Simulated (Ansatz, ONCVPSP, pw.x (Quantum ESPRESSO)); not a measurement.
# Equation-of-state test of one ONCV potential (rhenium)

```
Element                 : Re
Generator               : ONCVPSP 4.0.1.1 (patched build)
Type                    : optimised norm-conserving Vanderbilt (ONCV)
Functional              : LDA (Perdew-Wang 92)
Relativity              : scalar-relativistic
Frozen core             : [Kr] 4d10 4f14
Valence charge          : 15
Reference configuration : 5s2 5p6 5d5 6s2
Partial waves           : 5s+6s: rc 1.95 bohr, ncon 4, nbas 9, qcut 7.3 1/bohr, 2 projectors; 5p: rc 1.95 bohr, ncon 3, nbas 6, qcut 8.6 1/bohr, 2 projectors, debl 1.7 Ha; 5d: rc 2.80 bohr, ncon 4, nbas 8, qcut 6.2 1/bohr, 2 projectors, debl 2.8 Ha
Local potential         : polynomial inside 1.55 bohr (lpopt 5, dvloc0 -1 Ha)
Core correction         : none
```

In the p channel the program set the typed energies aside and used -1.735, 0.250 Ha.

Crystal test: sc Re in pw.x 7.5, no spin, 13³ k-points, Fermi–Dirac smearing 0.01 Ry, cutoffs 50/200 Ry. The reference is all-electron LAPW (Ansatz 0.2.0) with the same functional, mesh and smearing; V0 and B0 come from Birch–Murnaghan fits to the pressures at five volumes. Errors are pseudo minus all-electron; Δ is the rms difference of the E(V) curves that follow from these fits, minima aligned, over ±6 % about the mean V0. Mesh and smearing are coarse, so the numbers serve the comparison and aren't converged zero-temperature values; the lattice is a test structure that the element need not adopt.

All-electron: a0 = 2.540 Å (V0 = 16.38 Å³/atom), B0 = 290.1 GPa.

Task: How far does the potential miss the all-electron equation of state?

Result: mean pressure error (GPa): -4.57; a0 (Å): 2.526; a0 error (%): -0.53; B0 error (%): -0.3; Δ (meV/atom): 16.6. The largest radius (2.80 bohr) exceeds half the bond length (2.40 bohr), so the spheres overlap, which is one possible source of error among others. This is a poor potential for the solid.

```
V (Å³/atom)  P all-electron (GPa)  P pseudo (GPa)
     15.548                 16.98           11.32
     15.957                  8.09            3.05
     16.366                  0.30           -4.20
     16.775                 -6.53          -10.56
     17.184                -12.51          -16.13
```

Task: At the middle volume, how do free energy and pressure move when the wave cutoff is lowered (ecutrho kept at four times it)?

Result:

| cutoff (Ry) | shift of F (meV/atom) | shift of P (GPa) |
| --- | --- | --- |
| 22 | +1235.3 | -58.25 |
| 30 | +154.0 | -5.48 |
| 40 | +21.1 | -1.04 |

The run at the middle volume (84 k-points, 8 iterations) took about 16 s on one core of a shared host (Neoverse-N1, 64 threads, 124 GiB, load 57).
